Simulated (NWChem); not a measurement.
**Ionisation of NO (-1)**

```xyz
2

N      0.0000     0.0000     0.6690
O      0.0000     0.0000    -0.5854
```
Charge -1, spin multiplicity 3.

Program: NWChem. The geometry was optimised at UPBE0/def2-SVP, a minimum by its harmonic frequencies.

Basis set: def2-TZVPD. The species with one electron less has spin multiplicity 2 and keeps the geometry of the parent. Δ marks differences of total energies (open shells unrestricted). −ε marks an orbital energy of the parent. That orbital need not have the symmetry of the hole or added electron in the Δ rows.

The structure started from a generated list of species. The unpaired electrons of the parent sit in orbitals of symmetry b1 and b2 (C2v labels of the run); other states weren't searched. The anion's geometry comes from a basis without diffuse functions. The stability of the SCF solutions was not checked. Open-shell Hartree-Fock references start from PBE0 orbitals.

Task: Order these methods by the first vertical ionisation energy they give, lowest first: −ε(alpha HOMO) of CAM-B3LYP, ΔPBE, −ε(alpha HOMO) of HF, evGW0@PBE0.

Result: −ε(alpha HOMO) of CAM-B3LYP (-0.83 eV), evGW0@PBE0 (0.14 eV), ΔPBE (0.41 eV), −ε(alpha HOMO) of HF (2.40 eV)
